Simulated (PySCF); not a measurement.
Simulated outer-valence photoelectron spectrum of `S` (H2S). Theory: EOM-IP-CCSD/aug-cc-pVTZ in PySCF, restricted Hartree–Fock reference, frozen core, non-relativistic, gas phase, PBE0-D3(BJ)/def2-SVP geometry.

Each root has a Gaussian of 0.6 eV full width with its one-hole share as area; cross sections and vibrations are left out, and the highest printed point is 100.

ionisation energy (eV), intensity and a bar:
```
      9.6          1 
      9.8          6 ##
     10.0         28 ########
     10.2         71 #####################
     10.4        100 ##############################
     10.6         76 #######################
     10.8         31 #########
     11.0          7 ##
     11.2          1 
     11.4          0 
     11.6          0 
     11.8          0 
     12.0          0 
     12.2          0 
     12.4          0 
     12.6          1 
     12.8          5 ##
     13.0         27 ########
     13.2         70 #####################
     13.4        100 ##############################
     13.6         77 #######################
     13.8         32 ##########
     14.0          7 ##
     14.2          1 
     14.4          0 
     14.6          0 
     14.8          1 
     15.0          6 ##
     15.2         27 ########
     15.4         70 #####################
     15.6         99 ##############################
     15.8         76 #######################
     16.0         31 #########
     16.2          7 ##
     16.4          1
```

Where are the maxima, and how many lines lie under the curve?

3 maxima, at 10.4, 13.4 and 15.6 eV, from 3 lines.

List the lines with their holes.

| E (eV) | leading hole (HF orbital) | area | Koopmans (eV) |
| --- | --- | --- | --- |
| 10.41 | HOMO | 0.96 | 10.49 |
| 13.41 | HOMO-1 | 0.96 | 13.63 |
| 15.61 | HOMO-2 | 0.96 | 15.95 |

The widest gap, 3.00 eV, lies between 10.41 and 13.41 eV. Only orbitals with −ε under 21 eV, eight at most, were ionised, so the high end of the curve may lack lines.
